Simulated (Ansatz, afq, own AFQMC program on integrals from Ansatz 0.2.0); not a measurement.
Integrals from Ansatz 0.2.0, then the random walk in our own AFQMC program (afq).

```yaml
crystal:
  periodic: [false, false, false]
  atoms:
    - {symbol: C, position_ang: [-0.369774, 0.770946, -0.863499]}
    - {symbol: N, position_ang: [-0.803213, -0.263292, 0.018786]}
    - {symbol: H, position_ang: [-1.140243, 1.021292, -1.622960]}
    - {symbol: H, position_ang: [-0.124360, 1.692052, -0.311679]}
    - {symbol: H, position_ang: [0.526176, 0.472766, -1.447261]}
    - {symbol: H, position_ang: [-1.009287, -1.081565, -0.572587]}
basis:
  gaussian: {orbitals: def2-TZVP}
magnetization: {spin_polarized: true, initial_magnetization: 1}
correlation: {method: ccsd_t, electrons: outside_noble_gas, hamiltonian_folder: ham}
```

```sh
$ ansatz run in.yaml --threads 1 --pin off --events-out ev --progress --plain --max-ram 24576MiB --backend cuda --devices 0, --max-vram 18GiB
```

Options of the walk:

```
--method free --trial cisd --walkers 1600 --time-step 0.03 --max-blocks 4000 --target-error 0.00025 --factor-cut 1e-05 --seed 4526 --times 0,0.21,0.42,0.81,1.2,1.8,2.4,3 --taylor-order 8
```

Times are imaginary, in 1/Eh. The walk had a cap of 119 s.

afq prints:

```
orbitals 84  electrons 7 6  factors 594 of 594
reference energy -94.63146881 Eh
CCSD correlation -0.37493394 Eh in 12 cycles, weight of the determinant in the CISD state 0.8827
repeat  energy at the last time / Eh  error
    10  -95.020821  0.000438
    20  -95.020978  0.000399
    30  -95.021534  0.000372
    40  -95.021005  0.000351
    50  -95.020793  0.000328
    60  -95.020732  0.000285
    70  -95.020436  0.000296
time / (1/Eh)  energy / Eh  error  mean overlap
  0.00  -95.006425  0.000048  1.1330
  0.21  -95.014854  0.000074  1.1307
  0.42  -95.017533  0.000075  1.1301
  0.81  -95.019074  0.000106  1.1298
  1.20  -95.019469  0.000101  1.1322
  1.80  -95.019945  0.000143  1.1334
  2.40  -95.019631  0.000188  1.1465
  3.00  -95.020450  0.000288  1.1291
energy -95.020450 +/- 0.000288 Eh
```

The run passed its tests (error under three times the target), which doesn't prove that it has relaxed, ending at its cap on processor time.

Against this walk (error 7.8 meV) on the same determinant: CCSD(T) 43.9 meV higher, CCSDT(Q) 11.0 meV higher (within the noise). The error is statistical, and a free projection of finite length keeps a remainder of its start. The last points scatter (meV from the last: 37 ± 3 at 0.81, 27 ± 3 at 1.20, 14 ± 4 at 1.80, 22 ± 5 at 2.40, 0 ± 8 at 3.00); the last is the one printed as the energy, and the gaps above move with that scatter.

Cautions: remainder of the start not in the error; error above the target (7.8 against 6.8 meV).

The walk took 2 min on 2 threads of a server CPU with a shared H100 80 GB, shared host (the card was shared). The log's last line is the free-projection energy.

CCSDT and higher add their correlation energy to the determinant of the CCSD(T) run, since their own runs factorise the integrals more tightly (a shift of under 2 meV).
